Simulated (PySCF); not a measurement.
Telling isomers of C$_{4}$H$_{4}$ apart by NMR

PySCF 2.14 calculation with NMR shieldings at PBE0/pcSseg-1/GIAO, B3LYP/pcJ-1 coupling constants and geometry: PBE0-D3(BJ)/def2-SVP; fast rotation and ring inversion assumed for equivalent nuclei, non-relativistic Hamiltonian, single conformer, isolated molecule.

Scale: 1H, 13C against TMS (reference shieldings calculated alike). Multiplet labels drop J under 1 Hz and among equivalent protons, and merge close values. Unscaled 3J(H,H) run several per cent high. Shifts are as computed. Against solution values, carbons near 30 ppm lie about +2 ppm off and those near 130 ppm about +5 ppm. Of 1211 compounds with measured shifts, 218 miss one by over three times the rms of a fit or turn the order of signals round; such compounds aren't used in these exercises.

(1) Tabulate the signals of `C#CC=C`, `C=C1C=C1` and their relative energies.

(2) What is the quickest way to tell C#CC=C from C=C1C=C1?

## Answers

(1) 
```json
{"SMILES": "C#CC=C", "carbon types": "1×C 2×CH 1×CH2", "δC": "139.3, 125.3, 89.3, 84.8", "δH": "6.07 (m, 1H), 5.90 (m, 1H), 5.87 (m, 1H), 3.14 (m, 1H)", "E rel. (kcal/mol)": "0.0"}
{"SMILES": "C=C1C=C1", "carbon types": "1×C 2×CH 1×CH2", "δC": "142.4, 123.3, 65.1", "δH": "8.14 (dd, 2H), 3.97 (dd, 2H)", "E rel. (kcal/mol)": "16.7"}
```

Energies are electronic energies at PBE0/pcSseg-1 on these geometries, without zero-point or thermal terms, each for the one conformer computed, which needn't be the lowest.

(2) Count the carbon signals: 4 against 3. The first has a terminal =CH2 carbon at 139.3 ppm, the second a terminal =CH2 carbon at 65.1 ppm. Their most deshielded carbons lie at 139.3 and 142.4 ppm. In the proton spectra the most deshielded non-exchanging signals are 6.07 (m, 1H) and 8.14 (dd, J = 3.1, 1.6 Hz, 2H).
